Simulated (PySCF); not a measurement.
Molecule: `InChI=1S/C3H3Cl2O/c4-3(5)1-2-6/h3H,1H2/q+1`.

Atoms are numbered as in `[O+:1]#[C:2][CH2:3][CH:4]([Cl:5])[Cl:6]`; H(Xn) means a hydrogen on atom n.

Geometry PBE0-D3(BJ)/def2-SVP throughout; GIAO in PySCF, gas phase, one conformer, non-relativistic; equivalent atoms averaged; functional PBE0.

Q: How do the absolute shieldings σ depend on the basis set? (ppm; last column core-seconds on shared hosts with different chips, so compare them loosely)

A: 
| basis set | functions | O1 | C2 | C4 | C3 | Cl5/Cl6 | H(C4) | H(C3) | core-s |
| --- | --- | --- | --- | --- | --- | --- | --- | --- | --- |
| STO-3G | 41 | 83.2 | 117.0 | 160.9 | 194.8 | 859.1 | 27.40 | 27.48 | 3 |
| 6-31G | 68 | -30.4 | 48.8 | 132.2 | 154.9 | 603.2 | 26.15 | 27.58 | 5.7 |
| pcSseg-0 | 68 | -74.6 | 18.3 | 115.8 | 142.6 | 596.4 | 26.53 | 27.65 | 4.8 |
| 6-31G* | 98 | -4.9 | 51.6 | 127.8 | 154.3 | 621.6 | 25.70 | 27.47 | 8.4 |
| def2-SVP | 107 | -7.7 | 45.7 | 121.7 | 155.0 | 661.6 | 25.32 | 26.91 | 8.5 |
| cc-pVDZ | 107 | -8.4 | 47.1 | 122.2 | 155.1 | 643.3 | 25.24 | 26.81 | 9.6 |
| pcSseg-1 | 131 | -48.9 | 24.1 | 109.4 | 141.2 | 587.5 | 25.02 | 26.61 | 17 |
| aug-cc-pVDZ | 173 | -9.6 | 43.2 | 121.4 | 154.0 | 644.3 | 24.94 | 26.57 | 20 |
| 6-311+G(2d,p) | 196 | -36.3 | 29.3 | 111.8 | 144.5 | 601.8 | 25.04 | 26.71 | 21 |
| def2-TZVP | 216 | -38.1 | 28.2 | 111.7 | 143.4 | 582.4 | 25.07 | 26.74 | 26 |
| cc-pVTZ | 230 | -34.2 | 30.3 | 112.2 | 144.9 | 627.0 | 24.88 | 26.53 | 29 |
| IGLO-III | 258 | -44.4 | 23.3 | 108.1 | 140.1 | 594.5 | 24.87 | 26.55 | 33 |
| pcSseg-2 | 272 | -47.4 | 22.0 | 107.7 | 140.4 | 595.0 | 24.80 | 26.54 | 24 |

Q: Which nucleus moves most, in ppm?

A: Cl5/Cl6 (chlorine bonded to C): from 582.4 ppm with def2-TZVP to 859.1 ppm with STO-3G. The smallest spread is 1.13 ppm, at H(C3). Proton shifts span only some 12 ppm, so a few tenths of a ppm matter as much there as several ppm in carbon.

Q: Taking the largest basis, pcSseg-2 (272 functions), as the yardstick, rank the others by their worst heavy-atom deviation.

A: IGLO-III 2.9 ppm (258 functions), pcSseg-1 7.5 ppm (131 functions), 6-311+G(2d,p) 11.0 ppm (196 functions), def2-TZVP 12.6 ppm (216 functions), 6-31G 26.8 ppm (68 functions), pcSseg-0 27.2 ppm (68 functions), cc-pVTZ 32.0 ppm (230 functions), 6-31G* 42.5 ppm (98 functions), cc-pVDZ 48.3 ppm (107 functions), aug-cc-pVDZ 49.3 ppm (173 functions), def2-SVP 66.6 ppm (107 functions), STO-3G 264.1 ppm (41 functions).

A small basis that lands close on one nucleus may do so by chance; judge by the trend and by all nuclei.
